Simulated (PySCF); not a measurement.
An unknown shows these calculated signals:

$^{1}$H NMR (400 MHz, computed): δ 7.35 (m, 1H), 7.27 (m, 1H), 6.97 (m, 1H), 3.61 (s, 3H).

$^{13}$C{$^{1}$H} NMR (computed): δ 143.0 (CH), 139.5 (CH), 123.3 (CH), 34.8 (CH3).

Calculated, not measured (PySCF): coordinates at the PBE0-D3(BJ)/def2-TZVP level, shieldings: GIAO B97-2/pcSseg-2. One computed conformer, gas phase, non-relativistic, equivalent nuclei averaged.

δ = σ(ref) − σ, references computed at the same level: $^{1}$H (σref 31.64) and $^{13}$C (σref 185.38) vs TMS.

**Question.** Which of these does the molecule contain: an N-methyl group, an NH or NH2 group, a Si–H bond, a heteroaromatic ring, an OH group?

**Answer.** 
- An N-methyl group: yes (δC 34.8; δH 3.61 (s)).
- An NH or NH2 group: no.
- A Si–H bond: no.
- A heteroaromatic ring: yes.
- An OH group: no.

The data belong to `Cn1ccnc1`, C$_{4}$H$_{6}$N$_{2}$; they needn't prove each group on their own.

Carbon signals by region: 3 in the sp2 and nitrile region (100–160 ppm), 1 below 50 ppm.

Shifts are as computed. Against solution values, carbons near 30 ppm lie about +3 ppm off and those near 130 ppm about +7 ppm. Of 1211 compounds with measured shifts, 218 miss one by over three times the rms of a fit or turn the order of signals round; such compounds aren't used in these exercises. No couplings were computed; multiplicities are counted from neighbouring protons, with m where these are inequivalent, close in shift, in a saturated or five-membered ring or joined by F or P, and br s for small geminal =CH2 splittings.
